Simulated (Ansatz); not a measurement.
System: HO, net charge 1, triplet state. 
Geometry from a B3LYP-D3(BJ)/def2-TZVP (Ansatz, an electronic-structure program) optimisation:
```xyz
2

O      0.0000     0.0000    -0.1156
H      0.0000     0.0000     0.9251
```
Charge +1, spin multiplicity 3.

Basis-set convergence of Hartree-Fock and CCSD(T) correlation energies (hartree) with Ansatz. Cores are frozen in the correlated levels unless marked. UHF or UKS for open shells. No spin-orbit coupling. No relativistic terms.

```csv
basis,functions,E(HF),"E(corr, CCSD(T))"
def2-SVPD,31,-74.91190,-0.13033
def2-TZVPPD,57,-75.00710,-0.16469
def2-QZVPPD,99,-75.01012,-0.17686
```

Extrapolating the two largest sets (X = 3 and 4) as X^-3: E(corr) = (64·(-0.17686) - 27·(-0.16469))/37 = -0.1857 Eh, an estimate of the basis-set limit. The largest set recovers 95.2 % of it, the smallest 70.2 %.
